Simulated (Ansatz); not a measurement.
H₂O + H• → `[OH]`• + H₂ at 700 K and 1 bar (hydrogen abstraction from the O–H bond).

Computed with Ansatz on PBE0-D4/def2-TZVP structures; ΔE is electronic, products minus reactants. CBS: def2 TZ/QZ extrapolation, frozen cores. Open shells (•) are unrestricted, without spin–orbit coupling.

```csv
species,CCSD(T)/CBS energy (Eh),H − E (kJ/mol),S (J/(mol·K))
H₂O,-76.37685,80.5,218.4
H•,-0.50000,14.6,132.5
`[OH]`•,-75.67603,42.8,208.9
H₂,-1.17463,46.8,155.3
```

H − E and S are ideal-gas, rigid-rotor, harmonic terms from PBE0-D4/def2-TZVP, with the whole ground term of open shells counted as degenerate. 1 Eh = 2625.50 kJ/mol, R = 8.31446 J/(mol·K).

Task: By hand: ΔE, ΔH, ΔS and ΔG.

Result: ΔE = (-75.67603) + (-1.17463) − (-76.37685) − (-0.50000) = 0.02619 Eh = 68.8 kJ/mol. Δ(H − E) = 42.8 + 46.8 − 80.5 − 14.6 = -5.5, so ΔH = 63.3 kJ/mol. ΔS = 208.9 + 155.3 − 218.4 − 132.5 = 13.3 J/(mol·K). ΔG = 63.3 − 700 × (13.3)/1000 = 54.0 kJ/mol.

Task: By hand: the equilibrium constant, and the temperature at which ΔG would vanish if ΔH and ΔS stayed fixed.

Result: log₁₀ K = −ΔG/(RT ln 10) = -4.0. ΔG = 0 at ΔH/ΔS = 4759 K, far beyond where these terms or the molecules hold.

The number of gas molecules stays the same, so ΔS is small and ΔH decides. A doubt of 5 kJ/mol in ΔE shifts log₁₀ K by 0.4 here. These are equilibria of isolated gas molecules and say nothing of rates. Largest T1 diagnostic: 0.008 (customary marks: 0.02 for closed shells, 0.045 for open ones).
